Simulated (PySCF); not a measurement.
## Name the molecule from its bond curve

A diatomic of charge +1 contains S. Its singlet curve at RHF-MP2 in a double-zeta basis (no relativity, PySCF), in eV from the separated fragments:

R (Å), E (eV) and a bar:
```
    1.235     -2.704 ##############################
    1.292     -4.243 ###############
    1.350     -5.170 #######
    1.393     -5.571 ###
    1.436     -5.783 #
    1.479     -5.853 
    1.536     -5.788 #
    1.608     -5.546 ###
    1.694     -5.134 #######
    1.809     -4.496 #############
```

The fit gives ωe = 1227 cm⁻¹ and the rotational constant Bₑ = 0.7859 cm⁻¹.

Which atom is the partner?

The minimum lies at 1.484 Å, so the reduced mass is 16.8576 u Å² cm⁻¹/(Bₑ·Re²) = 9.740 u. With S at 31.97 u the partner weighs about 14.0 u: N. The molecule is SN⁺.

Correlated steps freeze 6 core orbitals.
